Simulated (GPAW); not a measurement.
**C2H2NO2 (SMILES NC(=O)[C]=O): U-revPBE/real-space grid (scalar-relativistic datasets)**

Aim: energy and one-electron properties of C2H2NO2. Input form: an ASE script.

The calculation is run with GPAW 26.7.0.

3 further runs of the same task are left out: 2 that didn't finish, 1 set aside as unsound or not needed.

## Step 1: Starting point

C2H2NO2: 7 atoms, total charge 0, spin state doublet. SMILES: `NC(=O)[C]=O`. The coordinates come from a GFN2-xTB relaxation. This is one conformer, not always the lowest.

Bond lengths: N1–C2 1.370 Å, C2–O3 1.242 Å, C2–C4 1.384 Å, C4–O5 1.169 Å, N1–H6 1.007 Å, N1–H7 1.005 Å. Angles: N1–C2–O3 125.3°, N1–C2–C4 121.6°, O3–C2–C4 112.8°, C2–C4–O5 161.9°, C2–N1–H6 115.4°, C2–N1–H7 120.0°, H6–N1–H7 117.5°.

## Step 2: The charge distribution at U-revPBE/real-space grid (scalar-relativistic datasets)

gs.xyz

```xyz
7

N      0.104160     0.863540     0.707970
C      0.305640    -0.280450    -0.019210
O      1.242800    -1.078610     0.143220
C     -0.473410    -0.584330    -1.122190
O     -1.039700    -1.181480    -1.951840
H      0.652660     0.943980     1.548430
H     -0.792150     1.317340     0.693630
```

gs.py

```python
import numpy as np
from ase.io import read
from ase.units import Debye
from gpaw import GPAW

atoms = read('gs.xyz')
atoms.center(vacuum=4.5)
atoms.set_initial_magnetic_moments([0.2, 0.2, 0.2, 0.2, 0.2, 0.0, 0.0])

calculator = GPAW(mode='fd',
                  xc='revPBE',
                  symmetry='off',
                  maxiter=100,
                  occupations={'name': 'fermi-dirac', 'width': 0.01, 'fixmagmom': True},
                  h=0.18,
                  txt='-')
atoms.calc = calculator

energy = atoms.get_potential_energy()
print(f'Energy                  {energy:.5f} eV')
forces = atoms.get_forces()
print('Forces (eV/Ang)')
for symbol, f in zip(atoms.symbols, forces):
    print(f'{symbol:2} {f[0]:9.4f} {f[1]:9.4f} {f[2]:9.4f}')
dipole = atoms.get_dipole_moment() / Debye
print(f'Dipole                  {np.linalg.norm(dipole):.3f} D')
print('Moments:', atoms.get_magnetic_moments().round(3))
```

On the command line:

```
python gs.py
```

What it wrote:

```text
[...]
Number of symmetries: 1
[...]
  Number of IBZ points: 1
[...]
Spin-components: 2 (collinear spins)
Bands:           21
[...]
  Valence electrons: 27.0
[...]
  Grid points: [64 64 68]
  Charge: 0.0  # |e|
[...]
    cutoffs:
[...]
occupation numbers:
  Fixed magnetic moment: 1.000
[...]
xc functional:
  name: revPBE with 2 nearest neighbor stencil
[...]
|iter     |     time |      energy | eigst |  dens |  magmom |
[...]
|iter:   1| 00:00:11 |  -48.100241 | +1.26 |       |  +0.9988|
[...]
|iter:  16| 00:01:49 |  -44.658567c| -7.57c| -5.64c|  +1.0000|
Converged in 16 steps
[...]
Energy contributions relative to reference atoms: (reference = -7651.262159)
Energy contributions:
  Kinetic:          54.800218
  Coulomb:         -58.928186
  Zero:              1.587650
  External:          0.000000
  Xc:              -42.118249
  Entropy:          -0.000000
  Spinorbit:         0.000000
  ----------------------------
  Free energy:     -44.658567
  Extrapolated:    -44.658567
dipole moment: (-0.409182, 0.611332, 0.354889)  # |e|*Ang
Total magnetic moment: (0.000000, 0.000000, 1.000000)
Local magnetic moments
|        x |        y |         z |
|----------|----------|-----------|
| 0.000000 | 0.000000 |  0.031444 |  # N    0
| 0.000000 | 0.000000 |  0.033855 |  # C    1
| 0.000000 | 0.000000 |  0.116740 |  # O    2
| 0.000000 | 0.000000 |  0.138594 |  # C    3
| 0.000000 | 0.000000 |  0.138136 |  # O    4
| 0.000000 | 0.000000 | -0.000602 |  # H    5
| 0.000000 | 0.000000 | -0.000056 |  # H    6
Fermi levels: -3.941, -6.468
Eigenvalues  # (at kpt = [0.000, 0.000, 0.000])
| band index |      eig [eV] | occ [0-1] |      eig [eV] | occ [0-1] |
|------------|---------------|-----------|---------------|-----------|
|          0 |       -28.466 |     1.000 |       -28.199 |     1.000 |
|        ... |               |           |               |           |
|          6 |       -12.810 |     1.000 |       -12.608 |     1.000 |
|          7 |       -12.004 |     1.000 |       -11.292 |     1.000 |
|          8 |       -11.287 |     1.000 |       -11.115 |     1.000 |
|          9 |       -10.619 |     1.000 |       -10.468 |     1.000 |
|         10 |       -10.140 |     1.000 |        -9.664 |     1.000 |
|         11 |        -7.302 |     1.000 |        -6.938 |     1.000 |
|         12 |        -6.927 |     1.000 |        -6.763 |     1.000 |
|         13 |        -4.268 |     1.000 |        -3.244 |     0.000 |
|         14 |        -2.850 |     0.000 |        -2.594 |     0.000 |
|         15 |        -0.819 |     0.000 |        -0.769 |     0.000 |
[...]
Gap: 1.023 eV
Transition (v -> c):
[...]
Forces (eV/Ang)
N     0.0867    0.3489   -0.0085
C    -0.1306    0.4159    0.6781
O     1.0306   -0.7661    0.1809
C     0.0714    0.2913   -0.4144
O    -0.7599   -0.5770   -0.8037
H     0.1362    0.0338    0.3061
H    -0.3728    0.1963    0.0455
Dipole                  3.923 D
Moments: [ 0.031  0.034  0.117  0.139  0.138 -0.001 -0.   ]
```

It took 1.8 min on 1 thread of Intel Xeon at 2.70GHz, shared host; peak memory 1 GiB.

## Step 3: Summary of results

Level: U-revPBE/real-space grid (scalar-relativistic datasets).

```
                                              quantity        value
energy as printed (from the program's reference atoms)  -44.6586 eV
                                         dipole moment       3.92 D
                    HOMO energy (highest over α and β)     -4.27 eV
                     LUMO energy (lowest over α and β)     -3.24 eV
                              largest force on an atom   1.297 eV/Å
```

**Reading.** The largest force is 1.30 eV/Å: the shape isn't a stationary point for this species at this level.
